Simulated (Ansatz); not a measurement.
Cost against result

The pair of CH5N (SMILES CN, atoms 1–7) and SiH4 (SMILES [SiH4], atoms 8–12), both closed shells, in one local arrangement (a lower one may exist), relaxed at PBE0-D4/def2-TZVP:

```tsv
atom	x (Å)	y (Å)	z (Å)
C1	-0.7132	-0.2193	-1.6990
N2	0.5830	0.3921	-1.4674
H3	-1.2483	-0.5461	-0.7954
H4	-0.5912	-1.0900	-2.3470
H5	-1.3559	0.4864	-2.2298
H6	1.2114	-0.2462	-0.9974
H7	0.5015	1.2172	-0.8877
Si8	0.3224	0.0011	2.0836
H9	1.6366	0.6352	1.8067
H10	-0.7672	0.8729	1.5760
H11	0.1655	-0.1835	3.5483
H12	0.2555	-1.3199	1.4090
```

Interaction energies are counterpoise-corrected; the time is that of the whole pair.

Ansatz 0.2.0; basis: as named in each row; cores frozen in the correlated methods. B3LYP uses VWN-RPA correlation. Extrapolation: Hartree–Fock as exp(−7.88 √X), correlation as X^−2.97.

Times are rough, for one single point on 4 threads of a shared host (Intel Xeon Platinum 8375C).

The estimate by CCSD(T) at an estimated basis limit (MP2 extrapolated from triple and quadruple zeta, plus CCSD(T) − MP2 in triple zeta) is -0.058 eV.

```tsv
method	basis	time (s)	interaction energy (eV)	method less estimate
HF	STO-3G	under 1	0.072	0.131
PBE-D4	STO-3G	under 1	-0.022	0.036
SPW92	def2-SVP	under 1	-0.116	-0.058
B3LYP-D4	6-31G	under 1	-0.042	0.016
PBE-D4	def2-SVP	under 1	-0.075	-0.016
PBE0-D4	def2-SVP	under 1	-0.062	-0.004
CCSD(T)	def2-SVP	2	0.009	0.067
PBE-D4	def2-TZVPPD	2	-0.077	-0.019
revPBE-D4	def2-TZVPPD	2	-0.066	-0.008
wB97M-V	def2-SVP	3	-0.046	0.012
PBE0-D4	def2-TZVPPD	3	-0.067	-0.009
B3LYP-D4	def2-TZVPPD	3	-0.059	0.000
BLYP-D4	def2-TZVPPD	3	-0.056	0.002
HSE06-D4	def2-TZVPPD	3	-0.066	-0.008
r2SCAN-D4	def2-TZVPPD	4	-0.067	-0.009
B2PLYP	def2-TZVPPD	6	-0.002	0.056
wB97X-V	def2-TZVPPD	8	-0.058	0.000
wB97M-V	def2-TZVPPD	8	-0.061	-0.003
B97M-V	def2-TZVPPD	8	-0.063	-0.005
MP2	def2-QZVPPD	22	-0.051	0.008
CCSD(T)	def2-TZVPPD	76	-0.047	0.011
```

T1 diagnostic: at most 0.011.
